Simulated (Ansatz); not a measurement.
# CH6BN: the cost of one run

All numbers below are computed with Ansatz 0.2.0 (RKS r2SCAN/6-31G*).

## 1. The structure to begin with

Bond lengths: B1–C2 1.600 Å, C2–H3 1.110 Å, C2–H4 1.110 Å, C2–H5 1.110 Å, B1–N6 1.550 Å, N6–H7 1.060 Å, N6–H8 1.060 Å, B1–H9 1.190 Å. Angles: B1–C2–H3 109.5°, B1–C2–H4 109.5°, B1–C2–H5 109.5°, H3–C2–H4 109.4°, H3–C2–H5 109.4°, H4–C2–H5 109.4°, C2–B1–N6 120.0°, C2–B1–H9 120.0°, N6–B1–H9 120.0°, B1–N6–H7 120.0°, B1–N6–H8 120.0°, H7–N6–H8 120.0°.

As a file:

```xyz
9

B     0.0000    0.0000    0.0000
C     0.0000    0.0000    1.6000
H    -0.9996   -0.3092    1.9705
H     0.7676   -0.7111    1.9705
H     0.2320    1.0203    1.9705
N     1.3423    0.0000   -0.7750
H     1.8089   -0.9179   -1.0268
H     1.7937    0.9179   -1.0532
H    -1.0305    0.0000   -0.5950
```

## 2. Relaxing the start

Input file input.yaml:

```yaml
crystal:
  periodic: [false, false, false]
  atoms:
    - { symbol: B, position_ang: [0.0, 0.0, 0.0] }
    - { symbol: C, position_ang: [0.0, 0.0, 1.6] }
    - { symbol: H, position_ang: [-0.9996, -0.3092, 1.9705] }
    - { symbol: H, position_ang: [0.7676, -0.7111, 1.9705] }
    - { symbol: H, position_ang: [0.232, 1.0203, 1.9705] }
    - { symbol: "N", position_ang: [1.3423, 0.0, -0.775] }
    - { symbol: H, position_ang: [1.8089, -0.9179, -1.0268] }
    - { symbol: H, position_ang: [1.7937, 0.9179, -1.0532] }
    - { symbol: H, position_ang: [-1.0305, 0.0, -0.595] }
basis:
  gaussian: { orbitals: "6-31G*" }
hamiltonian:
  xc: r2scan
relax:
  f_tol: 0.02
  max_steps: 40
```

The run is started by

```sh
$ ansatz run input.yaml --threads 1 --pin off --max-ram 2048MiB --backend cpu --events-out ev --progress --plain --runs-dir out
```

What time and memory should one allow on 1 thread of Arm Neoverse V1, shared host?

About 35 s, with a peak of 0.13 GiB.
